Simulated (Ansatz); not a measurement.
Input file:

```yaml
crystal:
  periodic: [false, false, false]
  atoms:
    - {symbol: Al, position_ang: [0.000000, 0.000000, 0.704959]}
    - {symbol: C, position_ang: [0.000000, 0.000000, -1.265754]}
    - {symbol: H, position_ang: [0.000000, -0.896128, -1.894102]}
    - {symbol: H, position_ang: [0.000000, 0.896128, -1.894102]}
basis:
  gaussian: {orbitals: cc-pVDZ}
magnetization: {spin_polarized: false, initial_magnetization: 1}
correlation: {method: ccsd_t, electrons: outside_noble_gas}
output: {forces: true}
```

```sh
$ ansatz run in.yaml --threads 1 --pin off --events-out ev --progress --plain --max-ram 4096MiB --backend cpu
```

Log:

```
401 factors; integrals over basis functions are off by at most 1.2e-3 eV
mean field evaluation 1: about -7637.3428 eV, gradient 3.0e1 eV
mean field evaluation 2: about -7637.3670 eV, gradient 3.0e1 eV
mean field evaluation 4: about -7642.6142 eV, gradient 9.2e0 eV
mean field evaluation 8: about -7643.0963 eV, gradient 3.2e-1 eV
mean field evaluation 16: about -7637.4934 eV, gradient 3.6e1 eV
mean field evaluation 32: about -7641.3178 eV, gradient 1.1e-6 eV
mean field evaluation 64: about -7637.6322 eV, gradient 3.1e-4 eV
mean field evaluation 96: about -7640.7799 eV, gradient 7.9e0 eV
mean field evaluation 128: about -7643.0950 eV, gradient 4.7e-1 eV
mean field evaluation 160: about -7630.5581 eV, gradient 3.3e1 eV
...
mean field evaluation 544: about -7643.1884 eV, gradient 3.3e-1 eV
determinant -7643.09765767 eV, -280.8786582417 hartree, with singles and doubles -7648.50044048 eV, -281.0772068479 hartree
determinant -7641.31780462 eV, -280.8132498486 hartree, with singles and doubles -7647.29599080 eV, -281.0329441385 hartree
determinant -7637.63217301 eV, -280.6778053852 hartree, with singles and doubles -7644.09047781 eV, -280.9151437090 hartree
6 core orbitals not correlated: weight in the atoms' cores, before any rotation towards them, 1.000 or more for the frozen orbitals, at most 0.000 for the correlated occupied ones
reference -7643.09765767 eV, -280.8786582417 hartree; 5, 4 occupied and 31, 32 virtual orbitals, 401 factors
second order -4.44463716 eV of doubles, -0.05521221 eV of singles
cycle   1  -5.40275094 eV  change    3.2e-5 eV  update   4.1e-4
cycle   2  -5.40273974 eV  change    1.1e-5 eV  update   2.7e-4
cycle   3  -5.40273279 eV  change    7.0e-6 eV  update   1.1e-4
cycle   4  -5.40275182 eV  change   -1.9e-5 eV  update   3.7e-5
cycle   5  -5.40278333 eV  change   -3.2e-5 eV  update   1.0e-5
cycle   6  -5.40278876 eV  change   -5.4e-6 eV  update   4.1e-6
cycle   7  -5.40278390 eV  change    4.9e-6 eV  update   1.6e-6
cycle   8  -5.40278290 eV  change    1.0e-6 eV  update   4.2e-7
perturbative correction -0.13426246 eV, -0.0049340543 hartree
the calculation of the forces begins
mean field evaluation 576: about -7643.0714 eV, gradient 2.3e-1 eV
Total energy: -7648.63470302 eV, -281.0821409053 hartree
Atom 0 at     0.000000     0.000000     0.704959 Å, force     0.000000     0.000000     0.432537 eV/Å
Atom 1 at     0.000000     0.000000    -1.265754 Å, force     0.000000     0.000000     0.182521 eV/Å
Atom 2 at     0.000000    -0.896128    -1.894102 Å, force    -0.000000    -0.445198    -0.307529 eV/Å
Atom 3 at     0.000000     0.896128    -1.894102 Å, force    -0.000000     0.445198    -0.307529 eV/Å
Dipole moment:     0.000000    -0.000000    -0.216885 e Å
```

Forces (eV/Å):
```
Al   0.000  0.000  0.433
C    0.000  0.000  0.183
H    0.000 -0.445 -0.308
H    0.000  0.445 -0.308
```

For the same geometry and basis RCCSDTQ lies 31.8 meV lower.

Ran on 1 thread of AMD EPYC 7R13, shared host: 4.5 s wall, 0.23 GiB peak host memory.
